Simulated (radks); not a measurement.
**Nuclear size and the levels of F²⁺**

An exercise on one series of results from a longer session: the logs are not shown, and one member is left open.

The numbers are computed with radks (a radial shooting solver on a logarithmic mesh, Libxc functionals) version 1 (Dirac Kohn-Sham, exchange-only LDA, spin-unpolarised, spherical densities, finite nucleus; open shells are shared between the two j in proportion to 2j + 1), except any that are marked as measured or tabulated.

## The atom as given

```
element            : fluorine (Z = 9)
charge             : +2
electrons          : 7
configuration      : [He] 2s2 2p3
nuclear rms radius : 2.8976 fm
```

The outer shells:

F²⁺
```
[He] core
2s [↑↓]
2p [↑ ][↑ ][↑ ]
```

The first run:

Input:

```text
Z 9
configuration [He] 2s2 2p3 3s0 3p0
relativity Dirac
functional lda,
spin unpolarised
j_filling average
nucleus finite rms 2.8976 fm
c 137.035999084
```

Among the steps run: rms radius 2.8976 fm.

One of the session's tables, all rows but one given; the rest of the session is left out.

It belongs to the step «rms radius 2.8976 fm». The radial density on a logarithmic grid:

| r (bohr) | 4πr²ρ (e/bohr) |
| --- | --- |
| 0.00708 | 0.2516 |
| 0.0102 | 0.4955 |
| 0.0147 | 0.9386 |
| 0.0210 | 1.718 |
| 0.0303 | 3.029 |
| 0.0435 | 4.912 |
| 0.0623 | 7.207 |
| 0.0901 | 9.208 |
| 0.129 | 9.581 |
| 0.185 | 7.685 |
| 0.267 | 4.816 |
| 0.383 | 3.817 |
| 0.549 | 4.909 |
| 0.794 | ? |
| 1.14 | 3.152 |
| 1.63 | 0.9695 |
| 2.36 | 0.1164 |
| 3.38 | 0.004445 |

Estimate the missing values for r (bohr) = 0.794.

Worked estimate for «4πr²ρ (e/bohr)». A straight line through the neighbours (0.549, 4.909) and (1.14, 3.152) gives 4.909 + (3.152 − 4.909) × (0.794 − 0.549) / (1.14 − 0.549) = 4.181; a parabola fitted to 4 rows on both sides gives 4.250.

As computed: 4πr²ρ (e/bohr): 5.166. In «4πr²ρ (e/bohr)» the line misses by -0.985 and the parabola by -0.916. Between these rows the values bend or scatter more than so simple an estimate can follow.
